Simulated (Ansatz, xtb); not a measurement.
Two isomers of C3H6F+

Structure I: `C[C+](C)F`, a singlet. Structure II: `CC[CH+]F`, a singlet. Both are isolated ions in the gas phase, relaxed with B3LYP-D3(BJ)/def2-SVP; each stands in its lowest conformer found.

Quicker runs give these differences E(II) − E(I): GFN2-xTB +22.7 kcal/mol; HF/STO-3G +17.5 kcal/mol (at GFN2-xTB geometries); r2SCAN-D4/def2-SVP +19.9 kcal/mol (at GFN2-xTB geometries).

Q: Estimate E(II) − E(I) at the level CCSD(T)/def2-TZVP.

A: Calculated at CCSD(T)/def2-TZVP: E(II) − E(I) = +18.2 kcal/mol, so structure I lies lower.

The same difference at several levels:

```
                level               geometry  E(II) − E(I) (kcal/mol)  departure from the last row (kcal/mol)  job, with rough time for the two
             GFN2-xTB               GFN2-xTB                     +22.7                                    +4.5              optimisation, 0.11 s
            HF/STO-3G               GFN2-xTB                     +17.5                                    −0.7              single point, 0.16 s
   r2SCAN-D4/def2-SVP               GFN2-xTB                     +19.9                                    +1.7               single point, 1.9 s
B3LYP-D3(BJ)/def2-SVP  B3LYP-D3(BJ)/def2-SVP                     +18.9                                    +0.7                optimisation, 17 s
         HF/def2-TZVP  B3LYP-D3(BJ)/def2-SVP                     +19.1                                    +0.9           part of the CCSD(T) run
        MP2/def2-TZVP  B3LYP-D3(BJ)/def2-SVP                     +18.4                                    +0.2           part of the CCSD(T) run
    CCSD(T)/def2-TZVP  B3LYP-D3(BJ)/def2-SVP                     +18.2                                                        single point, 49 s
```

As drawn, both hold the same kinds of bond in the same numbers. Structure I has 2 methyl groups, II 1.

The levels shown agree on the order. The largest departure from CCSD(T)/def2-TZVP is that of GFN2-xTB, 4.5 kcal/mol.

With harmonic frequencies from B3LYP-D3(BJ)/def2-SVP (ideal gas, rigid rotor, one conformer each, 298.15 K, 1 atm): on the last row, ΔE + ΔZPE = +18.7, ΔH = +18.6, ΔG = +18.2 kcal/mol.

The correlated steps freeze 4 core orbitals. Mirror images aren't counted in ΔG. Codes used: Ansatz 0.2.0, xtb 6.7.1; the last row on 2 threads of Arm Neoverse V2 on a shared host.
